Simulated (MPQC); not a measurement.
**One shape, several levels: BSiH4 (SMILES B[SiH2])**

Aim: a comparison of 4 runs (UHF/STO-3G, UHF/3-21G, UHF/def2-SVP, UPBE0/def2-SVP) of BSiH4. 

Program for the calculation: MPQC 2.3.1.

### 1 Starting point

BSiH4: 6 atoms, total charge 0, spin state doublet. SMILES: `B[SiH2]`. The coordinates come from a GFN2-xTB relaxation.

Bond lengths: B1–Si2 1.878 Å, B1–H3 1.178 Å, B1–H4 1.178 Å, Si2–H5 1.473 Å, Si2–H6 1.473 Å. Angles: B1–Si2–H5 129.0°, B1–Si2–H6 128.8°, Si2–B1–H3 121.2°, Si2–B1–H4 121.3°, H5–Si2–H6 102.3°, H3–B1–H4 117.5°.

### 2 Energy and gradient at UHF/STO-3G (run 1)

Input file job.in:

```
% emacs should use -*- KeyVal -*- mode
molecule<Molecule>: (
   symmetry = c1
   unit = bohr
   { atoms geometry } = {
      B  [ -0.00697309  -1.95998614   0.21669489 ]
      Si [ 0.00837149   1.56769790  -0.17377921 ]
      H  [ -1.38133311  -2.95602299   1.65596700 ]
      H  [ 1.35578401  -3.25998543  -0.96852243 ]
      H  [ 1.56492000   3.13498005  -1.86716279 ]
      H  [ -1.54075040   3.47331662   1.13678365 ]
   }
)
basis<GaussianBasisSet>: (
   name = "STO-3G"
   molecule = $:molecule
   basisdir = "."
   puream = yes
)
mpqc: (
   checkpoint = no
   savestate = no
   restart = no
   do_energy = yes
   do_gradient = yes
   optimize = no
   mole<UHF>: (
      molecule = $:molecule
      basis = $:basis
      total_charge = 0
      multiplicity = 2
      memory = 1000000000
      print_evals = yes
      print_npa = yes
      maxiter = 120
      value_accuracy = 1e-08
      guess_wavefunction<ExtendedHuckelWfn>: (
         molecule = $:molecule
         total_charge = 0
         multiplicity = 2
         basis<GaussianBasisSet>: (
            name = "STO-3G"
            molecule = $:molecule
         )
      )
   )
)
```

The basis set STO-3G is read from a file made from the Basis Set Exchange's data (not shown).

Run with:

```sh
mpqc job.in > job.out
```

The log of the run:

```text
MPQC: Massively Parallel Quantum Chemistry
[...]
  USCF::init: total charge = 0
[...]
  iter     1 energy = -234.9627193277 delta = 8.21132e-01
[...]
  <S^2>      = 0.759245
  total scf energy = -312.2131189543
[...]
Value of the MolecularEnergy: -312.2131189543
  Gradient of the MolecularEnergy:
      1    0.0000575994
      2    0.0066296597
      3   -0.0006362083
      4    0.0000518975
      5   -0.0424081881
      6    0.0044828004
      7   -0.0077861159
      8   -0.0072717872
      9    0.0082189425
     10    0.0076408081
     11   -0.0089382964
     12   -0.0064383747
[...]
      symmetry = c1
[...]
      nbasis = 18
[...]
    nalpha = 12
    nbeta = 11
[...]
```

Wall time 0.18 s (1 thread of Arm Neoverse V1, shared host).

### 3 Energy and gradient at UHF/3-21G (run 2)

Input file job.in:

```
% emacs should use -*- KeyVal -*- mode
molecule<Molecule>: (
   symmetry = c1
   unit = angstrom
   { atoms geometry } = {
      B  [ -0.003690    -1.037180     0.114670 ]
      Si [ 0.004430     0.829590    -0.091960 ]
      H  [ -0.730970    -1.564260     0.876300 ]
      H  [ 0.717450    -1.725110    -0.512520 ]
      H  [ 0.828120     1.658960    -0.988060 ]
      H  [ -0.815330     1.838000     0.601560 ]
   }
)
basis<GaussianBasisSet>: (
   name = "3-21G"
   molecule = $:molecule
   basisdir = "."
   puream = yes
)
mpqc: (
   checkpoint = no
   savestate = no
   restart = no
   do_energy = yes
   do_gradient = yes
   optimize = no
   mole<UHF>: (
      molecule = $:molecule
      basis = $:basis
      total_charge = 0
      multiplicity = 2
      memory = 1000000000
      print_evals = yes
      print_npa = yes
      maxiter = 120
      value_accuracy = 1e-08
      guess_wavefunction<UHF>: (
         molecule = $:molecule
         total_charge = 0
         multiplicity = 2
         memory = 1000000000
         value_accuracy = 1e-3
         basis<GaussianBasisSet>: (
            name = "3-21G"
            molecule = $:molecule
         )
      )
   )
)
```

The basis set 3-21G is read from a file made from the Basis Set Exchange's data (not shown).

Run with:

```sh
mpqc job.in > job.out
```

The log of the run:

```text
MPQC: Massively Parallel Quantum Chemistry
[...]
  <S^2>      = 0.758730
  total scf energy = -314.1870027688
[...]
Value of the MolecularEnergy: -314.1870027688
  Gradient of the MolecularEnergy:
      1    0.0000986245
      2    0.0258436777
      3   -0.0027875705
      4   -0.0000114275
      5   -0.0347348830
      6    0.0037290514
      7    0.0037539687
      8    0.0004646217
      9   -0.0037706141
     10   -0.0037863157
     11    0.0013473929
     12    0.0035582442
[...]
      symmetry = c1
[...]
      nbasis = 30
[...]
    nalpha = 12
    nbeta = 11
[...]
```

Wall time 1.1 s (1 thread of Arm Neoverse V1, shared host).

Run 3 isn't shown in full; the table further down has it.

### 4 Energy and forces at UPBE0/def2-SVP (run 4)

Input file run.in:

```
molecule<Molecule>: (
  symmetry = c1
  unit = bohr
  { atoms geometry } = {
    B  [ -0.00697309    -1.95998614     0.21669489 ]
    Si [ 0.00837149     1.56769790    -0.17377921 ]
    H  [ -1.38133311    -2.95602299     1.65596700 ]
    H  [ 1.35578401    -3.25998543    -0.96852243 ]
    H  [ 1.56492000     3.13498005    -1.86716279 ]
    H  [ -1.54075040     3.47331662     1.13678365 ]
  }
)
basis<GaussianBasisSet>: (
  name = "def2-SVP"
  molecule = $:molecule
  basisdir = "."
  puream = yes
)
mpqc: (
  checkpoint = no
  savestate = no
  restart = no
  do_energy = yes
  do_gradient = yes
  optimize = no
  mole<UKS>: (
    molecule = $:molecule
    basis = $:basis
    total_charge = 0
    multiplicity = 2
    memory = 1000000000
    print_evals = yes
    print_npa = yes
    maxiter = 120
    value_accuracy = 1e-08
    functional<SumDenFunctional>: (
      a0 = 0.25
      coefs = [ 0.75 1 ]
      funcs: [ <PBEXFunctional>: () <PBECFunctional>: () ]
    )
    integrator<RadialAngularIntegrator>: ( grid = xfine )
    guess_wavefunction<ExtendedHuckelWfn>: (
      molecule = $:molecule
      total_charge = 0
      multiplicity = 2
      basis<GaussianBasisSet>: (
        name = "STO-3G"
        molecule = $:molecule
      )
    )
  )
)
```

The basis set def2-SVP is read from a file made from the Basis Set Exchange's data (not shown).

Run with:

```sh
mpqc run.in > run.out
```

The log of the run:

```text
MPQC: Massively Parallel Quantum Chemistry
[...]
  USCF::init: total charge = 0
[...]
  Integrated electron density error = -0.000008562394
  iter     1 energy = -262.6628428560 delta = 1.31279e-01
  Integrated electron density error = 0.000032406256
  iter     2 energy = -310.7210284865 delta = 1.74946e-01
[...]
  Integrated electron density error = -0.000000030649
  iter    39 energy = -316.3847796278 delta = 3.01857e-08
  Integrated electron density error = -0.000000030648
  iter    40 energy = -316.3847796278 delta = 1.54982e-08
  Integrated electron density error = -0.000000030649
  iter    41 energy = -316.3847796283 delta = 1.36875e-08
[...]
  <S^2>      = 0.753892
  total scf energy = -316.3847796283
[...]
  Integrated electron density error = -0.000000034760
  Total Gradient:
[...]
Value of the MolecularEnergy: -316.3847796283
  Gradient of the MolecularEnergy:
      1   -0.0000056182
      2    0.0059144157
      3   -0.0005952450
      4    0.0000688578
      5   -0.0175653721
      6    0.0018374127
      7    0.0100930463
      8    0.0042667084
      9   -0.0103124122
     10   -0.0100741902
     11    0.0065553985
     12    0.0091107096
[...]
        symmetry = c1
[...]
        nbasis = 52
[...]
      nalpha = 12
      nbeta = 11
[...]
```

Run time: 60 s. Hardware: 1 thread of Arm Neoverse V1, shared host; peak memory 0.33 GiB.

### 5 The series

| run | level | starting guess | integration grid | energy (Eh) | ⟨S²⟩ | largest force (eV/Å) | wall time |
| --- | --- | --- | --- | --- | --- | --- | --- |
| 1 | UHF/STO-3G | huckel STO-3G | – | -312.213119 | 0.759 | 2.193 | 0.18 s |
| 2 | UHF/3-21G | 3-21G | – | -314.187003 | 0.759 | 1.796 | 1.1 s |
| 3 | UHF/def2-SVP | STO-2G | – | -315.760285 | 0.761 | 1.778 | 5.4 s |
| 4 | UPBE0/def2-SVP | huckel STO-3G | xfine | -316.384780 | 0.754 | 0.908 | 60 s |

### 6 Outcome

```
                       quantity          value
            run 4: total energy  -316.38478 Eh
                    run 4: ⟨S²⟩          0.754
run 4: largest force on an atom     0.908 eV/Å
```

What this shows: In run 1 the basis is minimal, so the values are rough. All runs together took 67 s, the longest 60 s.
